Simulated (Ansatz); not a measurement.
Relaxation of CH₅BF (8 atoms, charge 0, multiplicity 2), to a largest force component of 0.03 eV/Å in at most 50 steps.

All numbers below come from UKS PBE0/def2-SVP (Ansatz 0.2.0).

```xyz
8
Properties=species:S:1:pos:R:3
B 0.181 0.055 0.449
H -0.423 -0.987 0.669
C 1.412 0.042 -0.516
H 1.477 -0.891 -1.096
H 1.371 0.874 -1.241
H 2.353 0.164 0.047
H -1.011 -0.118 -0.098
F 0.115 0.861 1.536
```

Q: Where does it end, and by what steps?

A: It converged. After 5 steps the energy has fallen by 0.069 eV; F8 moved furthest, 0.23 Å.

```json
{"step": "0", "energy less start (eV)": "0.0000", "largest force component (eV/Å)": "1.151", "accepted": "yes"}
{"step": "1", "energy less start (eV)": "-0.0455", "largest force component (eV/Å)": "0.666", "accepted": "yes"}
{"step": "2", "energy less start (eV)": "0.0082", "largest force component (eV/Å)": "1.411", "accepted": "no"}
{"step": "3", "energy less start (eV)": "-0.0632", "largest force component (eV/Å)": "0.103", "accepted": "yes"}
{"step": "4", "energy less start (eV)": "-0.0678", "largest force component (eV/Å)": "0.077", "accepted": "yes"}
{"step": "5", "energy less start (eV)": "-0.0689", "largest force component (eV/Å)": "0.028", "accepted": "yes"}
```

```xyz
8
Properties=species:S:1:pos:R:3
B 0.170 0.086 0.431
H -0.371 -1.049 0.782
C 1.411 0.047 -0.522
H 1.385 -0.797 -1.227
H 1.478 0.979 -1.109
H 2.345 -0.021 0.060
H -0.988 -0.266 -0.059
F 0.045 1.021 1.393
```

Whether the end is a true minimum wasn't checked by a vibrational analysis.

Time of the run: 5.8 s on 2 threads of Intel(R) Xeon(R) 6975P-C (Granite Rapids) (shared host), peak memory 0.16 GiB.
